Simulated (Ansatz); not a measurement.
Born–Oppenheimer molecular dynamics of ClH$_{4}$NSi (7 atoms, charge 0, multiplicity 1). It starts at the highest image of a converged band. Of that band: Neighbouring images differ by up to 1.3 eV, so the band resolves the path poorly. A vibrational analysis at the climbing image gives one clearly imaginary mode, 1342i cm⁻¹: a first-order saddle point.

The calculation used RKS PBE/def2-SVP in Ansatz 0.2.0.

```yaml
ensemble: NVE (velocity Verlet)
time_step: 0.5 fs
steps_asked: 200
starting_velocities_drawn_for: 300 K
seed: 9479
```

First frame:

```xyz
7
Properties=species:S:1:pos:R:3
Si 0.310 0.112 -0.272
N 0.928 -0.066 1.514
H 0.489 -0.583 2.297
H 1.500 0.711 1.867
H 1.719 -0.399 0.423
Cl -0.929 1.825 -0.433
H -0.659 -1.052 -0.232
```

Problem. How far do the bonds stretch over the last three quarters of this one trajectory? (Pairs bonded in most of those frames.)

Solution. 
```json
{"bond": "Si1–N2", "mean (Å)": "1.781", "spread (Å)": "0.120", "shortest": "1.60", "longest": "1.95"}
{"bond": "Si1–H5", "mean (Å)": "1.589", "spread (Å)": "0.132", "shortest": "1.35", "longest": "1.86"}
{"bond": "Si1–Cl6", "mean (Å)": "2.150", "spread (Å)": "0.060", "shortest": "2.05", "longest": "2.22"}
{"bond": "Si1–H7", "mean (Å)": "1.529", "spread (Å)": "0.062", "shortest": "1.43", "longest": "1.69"}
{"bond": "N2–H3", "mean (Å)": "1.039", "spread (Å)": "0.026", "shortest": "0.98", "longest": "1.08"}
{"bond": "N2–H4", "mean (Å)": "1.036", "spread (Å)": "0.023", "shortest": "0.99", "longest": "1.08"}
```

Pairs bonded in part of these frames only: Si1–H5 88 %.

Mean temperature of the second half: 2009 K. The conserved energy stayed within 0.38 meV per atom of its start (net change 0.0016 meV per atom), so the integration is sound. The kinetic energy rose, since the run started high on the potential surface and went downhill. A run of 0.1 ps of so small a system gives no equilibrium averages. The orbitals stay closed-shell, which can raise the energy where a bond breaks towards radicals; this wasn't checked here.

Time of the run: 5.3 min on 1 thread of Arm Neoverse V1, on a shared host, peak memory 0.11 GiB.
